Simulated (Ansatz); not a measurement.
# SiNF (quintet): the correlation ladder, cc-pVDZ

How much of the correlation energy of SiNF (quintet) does each wave-function method recover here?

Program: Ansatz 0.2.0, Gaussian basis. Level of theory: cc-pVDZ, core rule «outside noble gas», up to 7 orbitals frozen. These are calculated values, not measurements.

To be run: UHF; CCSD(T) on ROHF; CCSD(T) on UHF; BCCD(T) on ROHF; CISD; CCSDT(Q) on ROHF; CCSDT(Q) on UHF.

33 further runs of the same task are left out: 5 for a known fault of the program, 13 that didn't finish, 15 set aside as unsound or not needed.

## Step 1: The system

The geometry is a PBE0/def2-TZVP stationary point (not a proven minimum) of the parent state, kept for this charge and spin.

3 atoms, charge 0, spin multiplicity 5.

Atoms are counted from 1 here; the program's logs count them from 0.

Bond lengths: F1–Si3 1.593 Å, N2–Si3 1.670 Å. Angles: F1–Si3–N2 114.3°.

As a file:

```
F     0.0000    0.3634    1.2510
N     0.0000    0.4586   -1.4884
Si    0.0000   -0.4745   -0.1039
```

## Step 2: UHF

Contents of in.yaml:

```yaml
crystal:
  periodic: [false, false, false]
  atoms:
    - {symbol: F, position_ang: [0.000000, 0.363379, 1.250957]}
    - {symbol: N, position_ang: [0.000000, 0.458595, -1.488424]}
    - {symbol: Si, position_ang: [0.000000, -0.474516, -0.103907]}
basis:
  gaussian: {orbitals: cc-pVDZ}
magnetization: {spin_polarized: true, initial_magnetization: 4}
hamiltonian: {xc: hf}
output: {orbitals: {seedname: orbitals}}
```

On the command line:

```bash
ansatz run in.yaml --threads 1 --pin off --events-out ev --progress --plain --max-ram 2393MiB
```

Further steps of the session: CCSD(T) on ROHF; CCSD(T) on UHF; BCCD(T) on ROHF; CISD; CCSDT(Q) on ROHF; CCSDT(Q) on UHF.

**Question.** What will the summary of the whole plan be? Wanted: UCCSDT(Q) below the RHF energy; RMP2 from UCCSDT(Q); UMP2 from UCCSDT(Q); RCCSD from UCCSDT(Q); RCCSD(T) from UCCSDT(Q); UCCSD(T) from UCCSDT(Q); RCCSDT(Q) from UCCSDT(Q); T1 diagnostic.

The runs gave:

| quantity | value |
| --- | --- |
| UCCSDT(Q) below the RHF energy | -10.0970 eV |
| RMP2 from UCCSDT(Q) | +21.52 kcal/mol |
| UMP2 from UCCSDT(Q) | +21.46 kcal/mol |
| RCCSD from UCCSDT(Q) | +5.65 kcal/mol |
| RCCSD(T) from UCCSDT(Q) | +1.16 kcal/mol |
| UCCSD(T) from UCCSDT(Q) | +1.11 kcal/mol |
| RCCSDT(Q) from UCCSDT(Q) | +0.11 kcal/mol |
| levels within 1 kcal/mol (43 meV) | RCCSDT, UCCSDT, RCCSDT(Q) |
| T1 diagnostic | 0.027 |

What this shows: RCCSD(T) misses by +1.16 kcal/mol, 0.5 % of the correlation energy. These misses are within one basis, not against nature; the frozen cores of restricted and unrestricted runs differ, which can shift their rows.
